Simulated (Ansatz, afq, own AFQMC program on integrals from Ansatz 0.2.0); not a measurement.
## Where AFQMC and coupled cluster stand for H2Br, doublet

```yaml
atoms:
  - { symbol: Br, position_ang: [0.0000, 0.0000, -1.4687] }
  - { symbol: H, position_ang: [0.0000, 0.0000, 0.1343] }
  - { symbol: H, position_ang: [0.0000, 0.0000, 1.3343] }
```

Basis cc-pVTZ. Noble-gas cores (and the filled d shells of Ga–Kr and In–Xe) are frozen. Ansatz 0.2.0 and our own AFQMC program on the same integrals; the CISD trial comes from CCSD amplitudes, and released means the phaseless constraint is let go. Uncertainties: one standard error, sampling alone. No spin–orbit coupling.

Determinant: UHF, the one that the program's search chose, which needn't be the lowest solution. The geometry is a point of a scan.

No full CI on the walks' own integrals is used here; CCSDT(Q) serves as the reference and is uncertain by about the last step of the cluster series.

Cautions: no relativity below Rb; no spin-orbit coupling; inner d shell frozen.

* T1 diagnostic: 0.0168
* weight of the determinant in the CISD state: 0.905
* ⟨S²⟩ of the determinant: 0.798
* size of the correlated space: 9 electrons in 57 orbitals

Reference: CCSDT(Q), correlation energy -5.735 eV. The released energy is read at 2.40 1/Eh (meV from the phaseless value at times in 1/Eh: -3 ± 3 at 0.24, -5.3 ± 2.4 at 0.51, -5.3 ± 1.9 at 0.99, -6.1 ± 2.4 at 1.62, -8.1 ± 2.0 at 2.40).

| level | E − E(reference) (meV) | share of correlation (%) |
| --- | --- | --- |
| HF | 5735.1 | 0.00 |
| MP2 | 868.5 | 84.86 |
| CCSD | 221.9 | 96.13 |
| CCSD(T) | 26.3 | 99.54 |
| CCSDT | 7.9 | 99.86 |
| ph-AFQMC/CISD | 7.9 ± 3.1 | 99.86 |
| released AFQMC | -0.2 ± 2.0 | 100.00 |

A walk keeps the symmetry of its determinant, which the program's search chose and which needn't be the lowest solution, so a lower state of the same spin and another symmetry isn't excluded. Released energies are given only where the last usable release times agree within the noise; a slower fall can still hide under it.
